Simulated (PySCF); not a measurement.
## Argon: a sound run and one with changed settings

Sound run: Ar [Ar], Ar⁺ [Ne] 3s2 3p5. Computed with PySCF 2.14 in x2c-TZVPall (5s5p2d1f, 37 functions), with scalar relativity by spin-free X2C-1e. In the sound run the correlated levels freeze [Ne]. The sound run starts from symmetry-adapted Hartree-Fock orbitals and uses a fine grid where one is needed.

Changed run: initial guess atom, at most 50 SCF cycles.

```json
{"species": "Ar", "method": "UHF", "sound run (hartree)": "-528.61400", "changed run (hartree)": "-528.61400", "converged": "yes"}
{"species": "Ar", "method": "PBE0", "sound run (hartree)": "-529.19389", "changed run (hartree)": "-529.19389", "converged": "yes"}
{"species": "Ar", "method": "CCSD(T)", "sound run (hartree)": "-528.84288", "changed run (hartree)": "-528.84288", "converged": "yes"}
{"species": "Ar⁺", "method": "LDA", "sound run (hartree)": "-527.13890", "changed run (hartree)": "-527.13890", "converged": "yes"}
{"species": "Ar⁺", "method": "MP2", "sound run (hartree)": "-528.24147", "changed run (hartree)": "-528.24147", "converged": "yes"}
```

Here the plain start reaches the same solutions.
